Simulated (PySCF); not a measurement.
Fluorophosphane, FH2P.
Atom-mapped SMILES: `[F:1][PH2:2]` (hydrogens: H3, H4 on P2)

Computed by this run: PBE0-D3(BJ)/def2-TZVP geometry optimisation, gas phase in PySCF; density fitting, grid level 2; the optimiser is geomeTRIC in internal coordinates, started from a GFN2-xTB structure with every atom displaced at random (about 0.01 Å).

Step 1: E = -12033.6000 eV
```
atom  x, y, z in Å  |  force x, y, z in eV/Å
F1      0.7253    0.5004    1.0950    0.557  -0.449  -0.387
P2     -0.2378   -0.4393    0.2088   -1.325   0.516   1.142
H3      0.4297   -0.7816   -0.9666    0.932   0.312  -0.463
H4     -0.8793    0.6973   -0.3699   -0.164  -0.379  -0.292
```

Step 2: E = -12033.7181 eV
```
atom  x, y, z in Å  |  force x, y, z in eV/Å
F1      0.7634    0.4651    1.0736    0.223  -0.250  -0.242
P2     -0.2744   -0.4248    0.2252   -0.599   0.218   0.582
H3      0.4592   -0.7527   -0.9353    0.440   0.194  -0.177
H4     -0.9102    0.6892   -0.3962   -0.064  -0.162  -0.163
```

Task: Estimate the geometry and energy of step 3. (The exact step hangs on the optimiser's Hessian estimate; all steps are aligned on step 2, rigid shifts and turns removed.)

Result: E = -12033.7545 eV, largest force 0.118 eV/Å
```
atom  x, y, z in Å  |  force x, y, z in eV/Å
F1      0.7969    0.4278    1.0418    0.037   0.026   0.109
P2     -0.3119   -0.4178    0.2488    0.038   0.047  -0.060
H3      0.4817   -0.7091   -0.8973   -0.016  -0.076  -0.050
H4     -0.9287    0.6758   -0.4259   -0.059   0.003   0.001
```

The energy changes by -0.0364 eV. The first-order estimate −F·Δx gives -0.0821 eV and the mean of the old and new forces, exact on a quadratic surface, -0.0359 eV. The step makes an angle of 45° with the force vector and moves no atom by more than 0.062 Å.

What follows is the cost of the whole optimisation. The run took 7.6 s on one thread of an Intel Xeon Platinum 8488C, no GPU, shared host with 192 logical CPUs at a one-minute load of 34, and the process peaked at 0.34 GiB of memory.
